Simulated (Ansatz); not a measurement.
# COF₂ (singlet): the correlation ladder, cc-pVTZ

The task here is to estimate one member of a computed series from the others.

The runs use Ansatz 0.2.0, Gaussian basis; cc-pVTZ, core rule «outside noble gas», up to 4 orbitals frozen.

To be run: UHF; CCSD(T) on RHF; BCCD(T) on RHF; CISD; CCSDT(Q) on RHF; CASSCF and MRCISD+Q, 18 electrons in 13 orbitals; CASSCF and NEVPT2, 18 electrons in 13 orbitals.

17 further runs of the same task are left out: 17 set aside as unsound or not needed.

### The geometry

The geometry is an MP2(full)/6-31G* stationary point (not a proven minimum).

4 atoms, charge 0, spin multiplicity 1.

Atoms are counted from 1 here; the program's logs count them from 0.

Bond lengths: O1–C2 1.186 Å, C2–F3 1.326 Å, C2–F4 1.326 Å. Angles: O1–C2–F3 126.2°, O1–C2–F4 126.2°, F3–C2–F4 107.5°.

The first run:

in.yaml reads:

```yaml
crystal:
  periodic: [false, false, false]
  atoms:
    - {symbol: O, position_ang: [0.000000, 0.000000, 1.350051]}
    - {symbol: C, position_ang: [0.000000, 0.000000, 0.163694]}
    - {symbol: F, position_ang: [0.000000, 1.069490, -0.620212]}
    - {symbol: F, position_ang: [0.000000, -1.069490, -0.620212]}
basis:
  gaussian: {orbitals: cc-pVTZ}
magnetization: {spin_polarized: true, initial_magnetization: 0}
hamiltonian: {xc: hf}
output: {orbitals: {seedname: orbitals}}
```

On the command line:

```sh
ansatz run in.yaml --threads 1 --pin off --events-out ev --progress --plain --max-ram 3956MiB --backend cpu
```

Among the steps run: UHF; CCSD(T) on RHF; BCCD(T) on RHF; CISD; CCSDT(Q) on RHF; CASSCF and MRCISD+Q, 18 electrons in 13 orbitals; CASSCF and NEVPT2, 18 electrons in 13 orbitals.

One table of the session follows, with a row left open; its other results are not shown here.

It belongs to the step «Misses and costs». 

| method | from RCCSDT(Q) (kJ/mol) |
| --- | --- |
| RHF | ? |
| RMP2 | +77.9 |
| CISD | +367.9 |
| RCCSD | +90.4 |
| RCCSD(T) | +4.3 |
| BCCD(T) | +3.2 |
| RCCSDT | +4.5 |
| RCCSDT(Q) | 0 |
| CASSCF valence | +1979.8 |
| NEVPT2 valence | +195.4 |
| MRCISD valence | +232.6 |
| MRCISD+Q valence | +47.0 |

**Question.** Estimate the row for RHF.

**Answer.** from RCCSDT(Q) (kJ/mol): +2390.4. In the column «from RCCSDT(Q) (kJ/mol)» it is the highest.
